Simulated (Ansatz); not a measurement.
# Relaxing Y₃N

Method: DFT PBE, scalar-relativistic, plane waves, PAW in Ansatz 0.2.0. Cutoff 420 eV, Γ-centred k mesh, Gaussian smearing, no spin polarisation in the final step.

Y₃N was placed on the TiAl3 (D0_22) structure type (I4/mmm, No. 139), with N in place of Ti, Y in place of Al, at a guessed volume.

```xyz
4
Lattice="-2.1400 2.1400 4.7802 2.1400 -2.1400 4.7802 2.1400 2.1400 -4.7802" Properties=species:S:1:pos:R:3 pbc="T T T"
Y     0.0000    0.0000    4.7802
Y     2.1400    0.0000    2.3901
Y     0.0000    2.1400    2.3901
N     0.0000    0.0000    0.0000
```

Cell and atoms relax at zero pressure; the relaxation can't lower the symmetry of the start.

The zero of energy is the elements' standard structures at the same level (N₂ as a molecule); no fitted shifts are applied.

**Question.** What does it relax into?

**Answer.** It keeps I4/mmm (No. 139). The result has the TiAl3 (D0_22) structure. Conventional cell: a = 4.005 Å, c = 11.957 Å. Y on Wyckoff site b (1 atom of the primitive cell) has 4 N at 2.83 Å; around Y on Wyckoff site d (2 atoms of the primitive cell) lie 4 Y at 2.83 Å; N is coordinated by 4 Y at 2.83 Å.

```
Y N
1.0
    -2.00269    2.00269    5.97871
     2.00269   -2.00269    5.97871
     2.00269    2.00269   -5.97871
Y N
3 1
Direct
  0.50000 0.50000 0.00000
  0.25000 0.75000 0.50000
  0.75000 0.25000 0.50000
  0.00000 0.00000 0.00000
```

**Question.** What are its volume, energy, density and gap?

**Answer.** The volume per atom is 23.98 Å³ and the density is 4.86 g/cm³. The energy over the elements is 0.68 eV/atom. The gap on the 16×16×16 mesh is 0 eV (a metal).

The final run used a 16×16×16 mesh on its 4-atom cell and 0.10 eV smearing. The k mesh leaves about 4 meV/atom of noise in metals. A structure relaxed within its symmetry needn't be a true minimum. The steps took about 15 core-minutes in all.